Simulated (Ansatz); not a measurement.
Chalcopyrite CuGaSe2, treated with rVV10 (Ansatz, a quantum-chemistry and plane-wave program, plane waves, PAW).

Output (set-up and result lines):

```
Relaxation: its limit of steps is 80 (relax.max_steps)
Crystal: 8 atoms, lattice volume = 176.697 Å³
Basis set: ecut = 520 eV, 4797 PW (Γ), exchange–correlation on 108×108×108 points (8 copies of the dense FFT grid, shifted against one another)
Bands: 77, of which v1, the nominal top of the filled ones, is band 64 counted from 1 (63 counted from 0)
Symmetry: 8 space group operations
Space group: I-42d (ITA 122), of the structure as read, at distance tolerance 5.6e-5 Å
k-points: 59 of 512 (time reversal used)
Functional: x = rpw86, c = pbe(β = 0.06672455060314922) + rvv10(b = 6.3, C = 0.0093)
SCF iter   1: F=—  HF=-42923.698914 eV  |F-HF|=—  |Δ(HF+E_count)|=         —  Δρ=1.15e-2  dr2=1.39e-1
SCF iter   2: F=—  HF=-42923.692540 eV  |F-HF|=—  |Δ(HF+E_count)|=   6.37e-3  Δρ=1.26e-2  dr2=1.75e-1
  ...
SCF 1 converged in 8 iterations: F = -42923.653501 eV  dr2 = 6.50e-8
Crystal: 8 atoms, lattice volume = 176.697 Å³
Basis set: ecut = 520 eV, 4789 PW (Γ), exchange–correlation on 108×108×108 points (8 copies of the dense FFT grid, shifted against one another)
Initial density: handed on by an earlier stage of this run
SCF 2 converged in 6 iterations: F = -42923.653650 eV  dr2 = 2.64e-9
Crystal: 8 atoms, lattice volume = 176.697 Å³
SCF 3 converged in 6 iterations: F = -42923.653660 eV  dr2 = 3.26e-10
Crystal: 8 atoms, lattice volume = 176.697 Å³
SCF iter   4: F=—  HF=-42923.653661 eV  |F-HF|=—  |Δ(HF+E_count)|=   2.64e-9  Δρ=4.51e-7  dr2=2.46e-10
SCF iter   5: F=-42923.653661 eV  HF=-42923.653661 eV  |F-HF|=1.38e-10  |Δ(HF+E_count)|=  1.75e-10  Δρ=1.39e-7  dr2=4.30e-12
SCF 4 converged in 5 iterations: F = -42923.653661 eV  dr2 = 4.30e-12
SCF converged after 5 iterations
Free energy (F): -42923.653661 eV
Internal energy: -42923.653639 eV  (E = F + TS)
E sigma→0 (E₀):  -42923.653650 eV
Fermi energy:    8.632915 eV
--- Forces (eV/Å), atoms counted from 1 ---
  atom   1  Ga    -0.00000000    -0.00000000     0.00000000
  atom   2  Ga     0.00000000    -0.00000000    -0.00000000
  atom   3  Cu    -0.00000000    -0.00000000    -0.00000000
  atom   4  Cu    -0.00000000    -0.00000000     0.00000000
  atom   5  Se     0.00020900     0.00000000    -0.00000000
  atom   6  Se    -0.00000000    -0.00020900    -0.00000000
  atom   7  Se    -0.00020900     0.00000000     0.00000000
  atom   8  Se    -0.00000000     0.00020900     0.00000000
--- Stress (GPa, compression-positive) ---
        2.680891      -0.000000      -0.000000
       -0.000000       2.680891       0.000000
       -0.000000       0.000000       2.684048
  P = ⅓ Tr σ = 2.6819 GPa (26.819 kbar)
```

Problem. Write an input file that could have produced this run (the log leaves some choices open).

Solution. This is not unique; one that fits is 
Ansatz 0.2 input:
```yaml
crystal:
  lattice:
    - [-2.8119564284, 2.8119564284, 5.5866536548]
    - [2.8119564284, -2.8119564284, 5.5866536548]
    - [2.8119564284, 2.8119564284, -5.5866536548]
  atoms:
    - { symbol: Ga, position: [0.5, 0.5, 0.0] }
    - { symbol: Ga, position: [0.25, 0.75, 0.5] }
    - { symbol: Cu, position: [0.0, 0.0, 0.0] }
    - { symbol: Cu, position: [0.75, 0.25, 0.5] }
    - { symbol: Se, position: [0.875, 0.881711296, 0.506711296] }
    - { symbol: Se, position: [0.118288704, 0.625, -0.006711296] }
    - { symbol: Se, position: [0.375, 0.368288704, 0.493288704] }
    - { symbol: Se, position: [0.631711296, 0.125, 0.006711296] }
basis:
  ecutwfc: 520
  ecutrho_ratio: 4
  xc_grid: 2
kpoints:
  mp_grid: { grid: [8, 8, 8] }
hamiltonian:
  xc: { exchange: rpw86, correlation: pbe }
  dispersion: rvv10
  pseudopotentials: { kind: paw }
scf:
  occupations: { method: fermi_dirac, width: 0.01 }
output:
  forces: true
  stress: true
  eigenvalues: true
relax:
  f_tol: 0.004
  escape_saddle: false
  max_steps: 80
  cell: { stress_tol: 0.02, fix: [volume] }
```

The cell is one volume of an energy–volume scan, off the minimum.

The PAW data were made under PBE.

Computing time: about 5 core-minutes (a rough figure).
